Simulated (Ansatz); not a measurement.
# B₂ (triplet): wave-function methods side by side at distance B1–B2 = 5.287 Å, cc-pVDZ

How much of the correlation energy of B₂ (triplet) does each wave-function method recover here?

The runs use Ansatz 0.2.0, Gaussian basis; cc-pVDZ, core rule «outside noble gas», up to 2 orbitals frozen.

To be run: UHF; CCSD(T) on ROHF; CCSD(T) on UHF; BCCD(T) on ROHF; CISD; CCSDT(Q) on ROHF; CCSDT(Q) on UHF; CISDTQ; CASSCF and MRCISD+Q, 4 electrons in 4 orbitals; CASSCF and NEVPT2, 4 electrons in 4 orbitals; CASSCF and MRCISD+Q, 6 electrons in 8 orbitals; CASSCF and NEVPT2, 6 electrons in 8 orbitals; Full CI.

16 further runs of the same task are left out: 8 that didn't finish, 8 set aside as unsound or not needed.

**1. The geometry**

The geometry derives from a PBE0/def2-TZVP stationary point (not a proven minimum). One bond is set to the value named and the two fragments are kept rigid.

2 atoms, charge 0, spin multiplicity 3.

Atoms are counted from 1 here; the program's logs count them from 0.

No contacts short enough for the rule that draws bonds.

Coordinates:

```
B     0.0000    0.0000    0.0000
B     0.0000    0.0000    5.2870
```

**2. UHF**

Input file in.yaml:

```yaml
crystal:
  periodic: [false, false, false]
  atoms:
    - {symbol: B, position_ang: [0.000000, 0.000000, 0.000000]}
    - {symbol: B, position_ang: [0.000000, 0.000000, 5.287000]}
basis:
  gaussian: {orbitals: cc-pVDZ}
magnetization: {spin_polarized: true, initial_magnetization: 2}
hamiltonian: {xc: hf}
output: {orbitals: {seedname: orbitals}}
```

Run with:

```
$ ansatz run in.yaml --threads 1 --pin off --events-out ev --progress --plain --max-ram 2393MiB
```

The runs that follow: CCSD(T) on ROHF; CCSD(T) on UHF; BCCD(T) on ROHF; CISD; CCSDT(Q) on ROHF; CCSDT(Q) on UHF; CISDTQ; CASSCF and MRCISD+Q, 4 electrons in 4 orbitals; CASSCF and NEVPT2, 4 electrons in 4 orbitals; CASSCF and MRCISD+Q, 6 electrons in 8 orbitals; CASSCF and NEVPT2, 6 electrons in 8 orbitals; Full CI.

**Question.** What will the summary of the whole plan be? Wanted: FCI below the RHF energy; RMP2 from FCI; UMP2 from FCI; RCCSD from FCI; RCCSD(T) from FCI; UCCSD(T) from FCI; RCCSDT(Q) from FCI; UCCSDT(Q) from FCI; T1 diagnostic.

As calculated:

| quantity | value |
| --- | --- |
| FCI below the RHF energy | -3.4441 eV |
| RMP2 from FCI | +1281.5 meV |
| UMP2 from FCI | +1271.9 meV |
| RCCSD from FCI | +73.0 meV |
| RCCSD(T) from FCI | +24.9 meV |
| UCCSD(T) from FCI | +24.0 meV |
| RCCSDT(Q) from FCI | +4.3 meV |
| UCCSDT(Q) from FCI | +3.8 meV |
| levels within 1 kcal/mol (43 meV) | RCCSD(T), UCCSD(T), BCCD(T), RCCSDT, UCCSDT, CISDTQ, RCCSDT(Q), UCCSDT(Q) |
| T1 diagnostic | 0.021 |
| effectively unpaired electrons | 2.49 |

What this shows: RCCSD(T) misses by +24.9 meV, 0.7 % of the correlation energy. The occupations show some static correlation. These misses are within one basis, not against nature; the frozen cores of restricted and unrestricted runs differ, which can shift their rows.
